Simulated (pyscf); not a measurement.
**Four-centre exchange: `[BH2][F]` + `[CH4]` → `[BH2][CH3]` + `[FH]`**

Gas phase, singlet surface, charge 0. Bonds broken: B1–F2, C5–H6. Bonds formed: B1–C5, F2–H6. PySCF, gas phase, ωB97X-D3(BJ)/def2-SVP geometries. MP2 and CC: frozen core, UHF for open shells. ΔMP2 is the change of the MP2 total energy from the triple- to the quadruple-zeta basis.

Transition state (Å):

```xyz
9

B     -1.3279    -0.5352    -0.0680
F     -1.8915     0.5112     1.0665
H     -0.7745    -1.4403     0.5053
H     -2.2137    -0.7346    -0.8614
C     -0.1727     0.5697    -0.7156
H     -1.0579     0.8376     0.3591
H      0.1435    -0.2067    -1.4319
H     -0.5098     1.4264    -1.3198
H      0.7265     0.8345    -0.1373
```

One imaginary mode, 1191i cm⁻¹; descent along it reached the two sides named.

```json
[
 {"bond": "B1–F2", "change": "breaks", "reactant side (Å)": "1.325", "saddle": "1.643", "product side": "2.135"},
 {"bond": "C5–H6", "change": "breaks", "reactant side (Å)": "1.099", "saddle": "1.418", "product side": "2.517"},
 {"bond": "B1–C5", "change": "forms", "reactant side (Å)": "3.3", "saddle": "1.725", "product side": "1.582"},
 {"bond": "F2–H6", "change": "forms", "reactant side (Å)": "2.7", "saddle": "1.141", "product side": "0.928"}
]
```

Electronic energies relative to the separated reactants (eV):

```json
[
 {"level": "ωB97X-D3(BJ)/def2-TZVP", "barrier": "2.18", "reaction energy": "+1.55", "reverse barrier": "0.62"},
 {"level": "PBE/def2-TZVP", "barrier": "1.85", "reaction energy": "+1.56", "reverse barrier": "0.29"},
 {"level": "r²SCAN/def2-TZVP", "barrier": "1.99", "reaction energy": "+1.60", "reverse barrier": "0.39"},
 {"level": "B3LYP-D3(BJ)/def2-TZVP", "barrier": "2.25", "reaction energy": "+1.62", "reverse barrier": "0.63"},
 {"level": "PBE0-D3(BJ)/def2-TZVP", "barrier": "1.97", "reaction energy": "+1.51", "reverse barrier": "0.46"},
 {"level": "M06-2X/def2-TZVP", "barrier": "2.19", "reaction energy": "+1.61", "reverse barrier": "0.58"},
 {"level": "ωB97M-D3(BJ)/def2-TZVP", "barrier": "2.16", "reaction energy": "+1.57", "reverse barrier": "0.59"},
 {"level": "HF/def2-TZVP", "barrier": "3.22", "reaction energy": "+1.70", "reverse barrier": "1.52"},
 {"level": "MP2/def2-QZVPP", "barrier": "2.15", "reaction energy": "+1.48", "reverse barrier": "0.66"},
 {"level": "CCSD/def2-TZVPP", "barrier": "2.38", "reaction energy": "+1.52", "reverse barrier": "0.86"},
 {"level": "CCSD(T)/def2-TZVPP", "barrier": "2.24", "reaction energy": "+1.52", "reverse barrier": "0.72"},
 {"level": "CCSD(T)/def2-TZVPP + ΔMP2(QZVPP)", "barrier": "2.24", "reaction energy": "+1.49", "reverse barrier": "0.75"}
]
```

With CCSD(T)/def2-TZVPP + ΔMP2(QZVPP) energies and thermal terms (ideal gas, 1 atm, RRHO with modes under 100 cm⁻¹ raised to 100, one conformer, R ln 2 for rigid chiral ones), in eV:

```csv
T (K),ΔH‡,ΔG‡,ΔH,ΔG
298,2.18,2.59,+1.44,+1.40
600,2.19,3.01,+1.48,+1.35
900,2.23,3.41,+1.52,+1.27
1200,2.27,3.80,+1.54,+1.19
```

The same reactants have a lower exit, to H₃C–BH–F + H₂ (barrier +1.51 eV at ωB97M-D3(BJ), against +2.16 eV here). This is the saddle that the search found; another between the same sides may lie lower. The CCSD(T) − MP2 part came from Ansatz, without density fitting, on the same reference.
